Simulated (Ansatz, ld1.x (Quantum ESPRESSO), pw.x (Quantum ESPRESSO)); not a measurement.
# From atom to crystal: TM potential for Ca

| Quantity | Value |
| --- | --- |
| Element | Ca (Z = 20) |
| Generator | ld1.x (Quantum ESPRESSO) 7.5 |
| Type | norm-conserving Troullier–Martins (Kleinman–Bylander form) |
| Functional | PBEsol |
| Relativity | scalar-relativistic |
| Frozen core | [Ar] |
| Valence charge | 2 |
| Reference configuration | 3d0 4s1.5 4p0.5 |
| Partial waves | 4s (bound): rc 3.15 bohr; 3d (bound, empty): rc 3.20 bohr; 4p (bound): rc 3.75 bohr |
| Local potential | the p channel |
| Core correction | Bessel-smoothed model core, default radius (core density twice the valence density) |

Crystal test: fcc Ca in pw.x 7.5, no spin, 10³ k-points, Fermi–Dirac smearing 0.01 Ry, cutoffs 50/200 Ry. The reference is all-electron LAPW (Ansatz 0.2.0) with the same functional, mesh and smearing; V0 and B0 come from Birch–Murnaghan fits to the pressures at five volumes. Errors are pseudo minus all-electron; Δ is the rms difference of the E(V) curves that follow from these fits, minima aligned, over ±6 % about the mean V0. Mesh and smearing are coarse, so the numbers serve the comparison and aren't converged zero-temperature values; the lattice is a test structure that the element need not adopt.

All-electron: a0 = 5.458 Å (V0 = 40.66 Å³/atom), B0 = 18.1 GPa.

Problem. How far does the potential miss the all-electron equation of state?

Solution. mean pressure error (GPa): +0.71; a0 (Å): 5.523; a0 error (%): +1.18; B0 error (%): +3.8; Δ (meV/atom): 6.0. This is a poor potential for the solid. The logarithmic derivative shows an extra or strongly shifted pseudo pole above the reference energy (s near 1.18 Ry).

```csv
V (Å³/atom),P all-electron (GPa),P pseudo (GPa)
38.659,0.99,1.88
39.677,0.46,1.25
40.694,-0.02,0.69
41.711,-0.45,0.18
42.729,-0.83,-0.26
```

Problem. At the middle volume, how do free energy and pressure move when the wave cutoff is lowered (ecutrho kept at four times it)?

Solution.

| cutoff (Ry) | shift of F (meV/atom) | shift of P (GPa) |
| --- | --- | --- |
| 22 | +8.1 | -0.20 |
| 30 | +0.3 | +0.00 |
| 40 | +0.2 | +0.00 |

The run at the middle volume (47 k-points, 6 iterations) took about 12 s on one core of a shared host (Neoverse-N1, 64 threads, 124 GiB, load 48).
